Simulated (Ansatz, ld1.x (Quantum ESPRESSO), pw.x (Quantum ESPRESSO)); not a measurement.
# From atom to crystal: RRKJ potential for vanadium

```
Element                 : V (Z = 23)
Generator               : ld1.x (Quantum ESPRESSO) 7.5
Type                    : norm-conserving RRKJ (Kleinman–Bylander form)
Functional              : LDA (PW92)
Relativity              : scalar-relativistic
Frozen core             : [Ar]
Valence charge          : 5
Reference configuration : 3d3 4s2 4p0
Partial waves           : 4p (bound, empty): rc 3.35 bohr; 3d (bound): rc 1.45 bohr; 4s (bound): rc 2.55 bohr
Local potential         : the s channel
Core correction         : a·sin(br)/r model core, default radius (core density twice the valence density)
rho0                    : 0.005
```

Atomic tests: cutoffs needed: 80 Ry and 90 Ry (the cutoffs (Ry, on a coarse ladder) from which the occupation-weighted sum of valence levels, in a spherical-Bessel basis at the reference potential, stays within 10 and 1 mRy of its value at 400 Ry); ghost test: no extra level below or beside the all-electron valence levels (p, d, s, f tested) (spherical-Bessel basis up to 400 Ry, 20 bohr box); configuration tests: 1 of 9 tests not solved or not reliable.

Crystal test: diamond V in pw.x 7.5, no spin, 9³ k-points, Fermi–Dirac smearing 0.01 Ry, cutoffs 110/440 Ry. The reference is all-electron LAPW (Ansatz 0.2.0) with the same functional, mesh and smearing; V0 and B0 come from Birch–Murnaghan fits to the pressures at five volumes. Errors are pseudo minus all-electron; Δ is the rms difference of the E(V) curves that follow from these fits, minima aligned, over ±6 % about the mean V0. Mesh and smearing are coarse, so the numbers serve the comparison and aren't converged zero-temperature values; the lattice is a test structure that the element need not adopt.

All-electron: a0 = 5.108 Å (V0 = 16.66 Å³/atom), B0 = 78.0 GPa.

Task: How far does the potential miss the all-electron equation of state?

Result: mean pressure error (GPa): +12.44. The pressure does not cross zero within the volumes sampled, so no fit is given. The largest radius (3.35 bohr) exceeds half the bond length (2.09 bohr), so the spheres overlap, which is one possible source of error among others. This is a poor potential for the solid. Atomic configuration tests: 1 of 9 tests not solved or not reliable.

```tsv
V (Å³/atom)	P all-electron (GPa)	P pseudo (GPa)
15.840	4.35	18.37
16.257	2.01	15.20
16.674	-0.05	12.35
17.091	-1.88	9.77
17.508	-3.51	7.45
```

Task: At the middle volume, how do free energy and pressure move when the wave cutoff is lowered (ecutrho kept at four times it)?

Result:

```
cutoff (Ry)  shift of F (meV/atom)  shift of P (GPa)
         50                +5026.9           -187.65
         66                 +466.5            -34.16
         88                   +4.5             +0.03
```

The run at the middle volume (35 k-points, 11 iterations) took about 24 s on one core of a shared host (Neoverse-V2, 32 threads, 247 GiB, load 15).
